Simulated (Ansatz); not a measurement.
How close CCSD(T) comes to the exact answer in a basis

Each species is computed at the geometry given (Å), with frozen cores, in Ansatz 0.2.0: RHF-CCSD(T) for singlets, UHF-CCSD(T) otherwise, and full CI in the same basis. The program picks the determinant by a search with trial CCSD, so it needn't be the lowest Hartree–Fock solution. States: CH2⁺ quartet A2, H2B–BeH singlet A1, Al2⁺ quartet Πg. Cases whose determinant has another symmetry than full CI's state, or lies over 0.5 eV above the lowest of its kind, whose (Q) step broke down or whose higher cluster runs on it stay over 0.1 eV above full CI weren't drawn.

Question: Judging by size, spin and bonding and the diagnostics given, rank them by the size of CCSD(T)'s error in total energy against full CI in the same basis, smallest first (an estimate).
A. Al2⁺, quartet, cc-pVTZ: Al 0.000 0.000 0.000; Al 0.000 0.000 2.509. T1 0.025, (T) -105 meV in a correlation energy of -2.13 eV
B. CH2⁺, quartet, cc-pVDZ: C 0.000 -0.060 0.000; H 0.000 0.355 -0.996; H 0.000 0.355 0.996. T1 0.011, (T) -42 meV in a correlation energy of -2.45 eV
C. H₂B–BeH, singlet, 6-31G: B 0.000 0.000 0.822; Be 0.000 0.000 -1.051; H 0.000 1.003 1.484; H 0.000 -1.003 1.484; H 0.000 0.000 -2.392. T1 0.008, (T) -42 meV in a correlation energy of -2.67 eV

Answer: B (9.4 meV), C (16.4 meV), A (37.9 meV).

```tsv
species	basis	correlated electrons	CCSD(T) − full CI (meV)	CCSDT(Q) − full CI (meV)	unpaired electrons (full CI)	T1	⟨S²⟩ of the determinant
CH2⁺, quartet	cc-pVDZ	5	9.4	-1.9	3.01	0.011	3.75
H2B–BeH, singlet	6-31G	8	16.4	0.5	0.03	0.008	0.00
Al2⁺, quartet	cc-pVTZ	5	37.9	-1.3	3.05	0.025	3.76
```

Unpaired electrons are Σ n²(2−n)² over natural occupations; an open shell counts its own unpaired electrons too. Frozen cores follow each run's orbitals, which moves totals by a few meV.
